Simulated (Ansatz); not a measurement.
A made-up structure of CHOS, doublet:

| atom | x (Å) | y (Å) | z (Å) |
| --- | --- | --- | --- |
| O1 | -0.9569 | 0.4171 | -0.3449 |
| C2 | -0.2245 | -0.6257 | 0.3448 |
| S3 | 1.4685 | -0.9821 | 0.7304 |
| H4 | -0.2871 | 1.1907 | -0.7303 |

It is relaxed with PBE-D4/def2-SVP and then PBE0-D4/def2-TZVP (Ansatz 0.2.0). Atoms count as bonded within 1.22 times the sum of their covalent radii (H–H: 0.88 Å). The end point is not checked to be a true minimum.

(1) Does its bonding change? (A judgement: the text doesn't fix the answer.)

## Answers

(1) Computed: No: no bond forms or breaks.

Where it ends: The first stage lowers the energy by 1.03 eV in 6 steps. It ends as CHOS ([OH][C][S]):
```csv
atom,x (Å),y (Å),z (Å)
O1,-0.8544,0.3725,-0.3079
C2,-0.2004,-0.5587,0.3078
S3,1.3111,-0.8769,0.6522
H4,-0.2563,1.0631,-0.6521
```

Labels in which every atom is bracketed show which atoms are joined, not bond orders.

For scale, one of the runs: PBE0-D4/def2-TZVP relaxation, 105 basis functions, launched by `ansatz run in.yaml --threads 2 --pin off --events-out ev --progress --plain --max-ram 4352MiB`. Hardware: 2 CPU threads of an Arm Neoverse V2, shared host. Wall time about 14 s.
